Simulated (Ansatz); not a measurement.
Basis-set series for `COCSS`. Charge 0, multiplicity 1. Geometry: relaxed with PBE0-D4/def2-TZVP. It is one conformer, not always the lowest.

```xyz
11

C     0.201    1.501    0.389
O     0.881    0.359   -0.072
C     0.473   -0.819    0.528
S    -1.202   -1.383    0.085
S    -0.958   -1.977   -1.850
H     0.337    1.631    1.471
H    -0.872    1.442    0.174
H     0.626    2.358   -0.131
H     0.441   -0.735    1.625
H     1.180   -1.595    0.236
H    -1.108   -0.782   -2.454
```

```csv
functional,basis,functions,energy (Eh),HOMO (eV),LUMO (eV)
PBE0-D4,def2-SVP,108,-950.59849,-6.97,-0.24
PBE0-D4,def2-TZVPP,261,-951.06007,-7.07,-0.57
ωB97M-V,def2-SVP,108,-950.92769,-9.12,2.01
ωB97M-V,def2-TZVPP,261,-951.39436,-9.24,1.51
```

**Question.** Give the rows for def2-QZVPP. (An estimate is asked.)

**Answer.** Computed: 
```csv
functional,basis,functions,energy (Eh),HOMO (eV),LUMO (eV)
PBE0-D4,def2-QZVPP,491,-951.09326,-7.10,-0.69
ωB97M-V,def2-QZVPP,491,-951.42632,-9.28,1.23
```

Positive LUMOs are unbound and depend on the basis.
